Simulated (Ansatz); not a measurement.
Input file:

```yaml
crystal:
  periodic: [false, false, false]
  atoms:
    - {symbol: Ge, position_ang: [0.000000, 0.198796, 0.649024]}
    - {symbol: Na, position_ang: [0.000000, -0.704758, -2.098236]}
    - {symbol: H, position_ang: [0.000000, 1.747831, 1.084273]}
basis:
  gaussian: {orbitals: 6-31G}
magnetization: {spin_polarized: true, initial_magnetization: 0}
correlation: {method: mp2, electrons: outside_noble_gas}
```

```sh
$ ansatz run in.yaml --threads 1 --pin off --events-out ev --progress --plain --max-ram 2393MiB
```

Roughly how long does this take on 1 thread of Arm Neoverse V1, shared host, and how much host memory?

4 s wall and 0.09 GiB.

```
414 factors; integrals over basis functions are off by at most 3.6e-4 eV
mean field evaluation 1: about -60882.3335 eV, gradient 3.4e0 eV
mean field evaluation 2: about -60882.3540 eV, gradient 3.4e0 eV
mean field evaluation 4: about -60882.5063 eV, gradient 4.0e-1 eV
mean field evaluation 8: about -60882.5089 eV, gradient 2.3e-3 eV
mean field evaluation 16: about -60882.5355 eV, gradient 4.0e-1 eV
mean field evaluation 32: about -60882.5739 eV, gradient 4.7e-2 eV
mean field evaluation 64: about -60875.1811 eV, gradient 1.1e1 eV
mean field evaluation 96: about -60881.5188 eV, gradient 1.0e-6 eV
mean field evaluation 128: about -60882.9435 eV, gradient 8.4e-3 eV
mean field evaluation 160: about -60881.5595 eV, gradient 3.1e-1 eV
mean field evaluation 192: about -60882.1727 eV, gradient 3.7e0 eV
mean field evaluation 224: about -60882.9487 eV, gradient 1.1e-1 eV
mean field evaluation 256: about -60882.5088 eV, gradient 1.6e-2 eV
mean field -60882.99661809 eV, -2237.4088577375 hartree, gradient 7.2e-6 eV, S^2 0.931874; 17 other end points of the search recorded, 0 dependent functions left out
19 core orbitals not correlated: weight in the atoms' cores, before any rotation towards them, 0.999 or more for the frozen orbitals, at most 0.000 for the correlated occupied ones
reference -60882.99661809 eV, -2237.4088577375 hartree; 3, 3 occupied and 22, 22 virtual orbitals, 414 factors
second order -1.05434064 eV of doubles, -0.00000000 eV of singles
Total energy: -60884.05095874 eV, -2237.4476040416 hartree
```
